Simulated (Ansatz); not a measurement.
# C2H2Cl2: the cost of one run

Method: the levels named in each step, in Ansatz 0.2.0.

### Step 1. The structure to begin with

Bond lengths: C1–C2 1.195 Å, Cl3–Cl4 1.993 Å, C1–H5 1.056 Å, C2–H6 1.051 Å. Angles: C1–C2–H6 180.0°, C2–C1–H5 180.0°.

Coordinates:

```xyz
6

C     0.0000    0.0000   -1.0240
C     0.0000    0.0000   -2.2188
Cl    0.0000    0.0000    4.2364
Cl    0.0000    0.0000    2.2437
H     0.0000    0.0000    0.0322
H     0.0000    0.0000   -3.2695
```

### Step 2. A rough first relaxation, PBE-D4/def2-SVP

This run stands in another session on the same molecule. It ended at:

```xyz
6

C     0.0000    0.0000   -1.2969
C     0.0000    0.0000   -2.5164
Cl    0.0000    0.0000    4.8402
Cl    0.0000    0.0000    2.7874
H     0.0000    0.0000   -0.2163
H     0.0000    0.0000   -3.5981
```

### Step 3. Relaxation, PBE0-D4/def2-TZVPP

Contents of input.yaml:

```yaml
crystal:
  periodic: [false, false, false]
  atoms:
    - { symbol: C, position_ang: [0.0, 0.0, -1.29688989] }
    - { symbol: C, position_ang: [0.0, 0.0, -2.5163872] }
    - { symbol: Cl, position_ang: [0.0, 0.0, 4.84017655] }
    - { symbol: Cl, position_ang: [0.0, 0.0, 2.78739599] }
    - { symbol: H, position_ang: [0.0, 0.0, -0.21625525] }
    - { symbol: H, position_ang: [0.0, 0.0, -3.5980502] }
basis:
  gaussian: { orbitals: def2-TZVPP }
hamiltonian:
  xc: pbe0
  dispersion: d4
relax:
  f_tol: 0.002
  max_steps: 150
```

On the command line:

```bash
$ ansatz run input.yaml --threads 4 --pin off --max-ram 10240MiB --backend cpu --events-out ev --progress --plain --runs-dir out
```

Q: Estimate wall time and peak memory on 4 threads of Arm Neoverse N1, shared host.

About 20 s, with a peak of 0.35 GiB.
